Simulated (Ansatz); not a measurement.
in.yaml

```yaml
crystal:
  periodic: [false, false, false]
  atoms:
    - {symbol: C, position_ang: [0.000000, 0.082980, 1.625733]}
    - {symbol: Ga, position_ang: [0.000000, -0.036718, -0.326926]}
    - {symbol: H, position_ang: [0.000000, 1.033629, 2.158538]}
    - {symbol: H, position_ang: [0.000000, -0.785147, 2.279606]}
    - {symbol: H, position_ang: [0.000000, 1.302631, -1.195794]}
basis:
  gaussian: {orbitals: cc-pVDZ, point_charges: [{charge: -0.50, position_ang: [4.963, 0.776, -0.037]}]}
magnetization: {spin_polarized: false, initial_magnetization: 4}
correlation: {method: mp2, electrons: outside_noble_gas}
```

```sh
$ ansatz run in.yaml --threads 1 --pin off --events-out ev --progress --plain --max-ram 2393MiB
```

Output:

```
584 factors; integrals over basis functions are off by at most 1.2e-3 eV
mean field evaluation 1: about -53402.7975 eV, gradient 1.1e1 eV
mean field evaluation 2: about -53402.8298 eV, gradient 1.1e1 eV
mean field evaluation 4: about -53403.8373 eV, gradient 9.5e-1 eV
mean field evaluation 8: about -53403.8461 eV, gradient 1.8e-1 eV
mean field evaluation 16: about -53403.8463 eV, gradient 3.2e-3 eV
mean field -53403.93053000 eV, -1962.5582484934 hartree, gradient 3.4e-6 eV, S^2 6.000000; 0 other end points of the search recorded, 0 dependent functions left out
mean field evaluation 32: about -53404.2615 eV, gradient 3.0e-1 eV
15 core orbitals not correlated: weight in the atoms' cores, before any rotation towards them, 0.993 or more for the frozen orbitals, at most 0.006 for the correlated occupied ones
reference -53403.93053000 eV, -1962.5582484934 hartree; 7, 3 occupied and 34, 38 virtual orbitals, 584 factors
second order -4.16244706 eV of doubles, -0.14145862 eV of singles
Total energy: -53408.23443568 eV, -1962.7164141099 hartree
```

Ran on 1 thread of Arm Neoverse V2, shared host: 1.2 s wall, 0.22 GiB peak host memory.
